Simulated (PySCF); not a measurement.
Molecule: `C(C=C)(=O)F`, C3H3FO.

Geometry (Å), atoms numbered from 1 in this order:
```xyz
8

C     0.9872    0.7719   -0.0772
C     0.1410   -0.1013    0.4733
C    -0.9898   -0.6348   -0.3103
O    -1.2779   -0.3954   -1.4357
F    -1.7252   -1.4821    0.4223
H     0.8450    1.0942   -1.1130
H     1.8321    1.1794    0.4828
H     0.2444   -0.4508    1.5032
```

Geometry PBE0-D3(BJ)/def2-SVP throughout; GIAO in PySCF 2.14.0 with density-fitted response routines, gas phase, one conformer, non-relativistic; equivalent atoms averaged; functional PBE0.

For orientation, 6-31G gives these shifts δ (against TMS, H2O, CFCl3 at the same level): C1 138.1, C3 155.8, C2 124.0, O4 402.7, F5 35.2, H6 7.50, H8 6.40, H7 6.63 ppm.

A run gave: C1 147.8, C3 163.1, C2 131.2, O4 409.0, F5 37.4, H6 7.21, H8 6.30, H7 6.39 ppm (shifts δ (against TMS, H2O, CFCl3 at the same level)).

Question: Which basis set was used in that run?
A. def2-TZVP
B. 6-311+G(2d,p)
C. 6-31G*
D. STO-3G
E. def2-SVP

Answer: A. C3 tells them apart best: def2-TZVP gives 163.1, STO-3G gives 112.7, def2-SVP gives 154.3, 6-31G* gives 149.2, 6-311+G(2d,p) gives 161.4 ppm.
